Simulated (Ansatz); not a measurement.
# Structure relaxation of Ba3V

Computed with Ansatz 0.2.0, DFT PBE, scalar-relativistic, plane waves, PAW. Cutoff 420 eV, Γ-centred k mesh, Gaussian smearing, collinear spin, first started from parallel moments.

The start puts Ba3V on the Cu3Au (L1_2) structure type (Pm-3m, No. 221), with V in place of Au, Ba in place of Cu, at a guessed volume.

```yaml
crystal:
  lattice:
    - [4.97358, 0.00000, 0.00000]
    - [0.00000, 4.97358, 0.00000]
    - [0.00000, 0.00000, 4.97358]
  atoms:
    - { symbol: Ba, position: [0.00000, 0.50000, 0.50000] }
    - { symbol: Ba, position: [0.50000, 0.00000, 0.50000] }
    - { symbol: Ba, position: [0.50000, 0.50000, 0.00000] }
    - { symbol: V, position: [0.00000, 0.00000, 0.00000] }
```

Cell and atoms relax at zero pressure; the relaxation can't lower the symmetry of the start. After a coarse first stage the cell is made exact in the group found at 0.06 Å.

Energies over the elements count from the elements' standard structures at the same level, with no empirical corrections.

(1) Which crystal results?

(2) What are its volume, energy, gap and moment?

Answers

(1) It keeps Pm-3m (No. 221). The result still has the Cu3Au (L1_2) structure. Conventional cell: a = 5.691 Å. Ba has 4 V at 4.02 Å and 8 Ba at 4.02 Å; around V lie 12 Ba at 4.02 Å.

Space group Pm-3m (No. 221). a = 5.691 Å, b = 5.691 Å, c = 5.691 Å, α = 90.00°, β = 90.00°, γ = 90.00°
| atom | site | symmetry | x | y | z |
| --- | --- | --- | --- | --- | --- |
| Ba | 3c | 4/mm.m | 0.0000 | 0.5000 | 0.5000 |
| V | 1a | m-3m | 0.0000 | 0.0000 | 0.0000 |

(2) The volume per atom is 46.09 Å³. The density is 4.17 g/cm³ and the energy over the elements is 0.65 eV/atom. The gap on the 8×8×8 mesh is 0 eV (a metal) and the net moment per atom is 1.14 μB. The largest site moment is 3.66 μB.

The final run used a 8×8×8 mesh on its 4-atom cell and 0.10 eV smearing. For metals, differences of a few meV/atom aren't resolved. Symmetry constrained the relaxation, so the result can be a saddle point.

Cost: 3 runs of about 4.9 core-minutes in all, on Arm Neoverse N1 (shared hosts).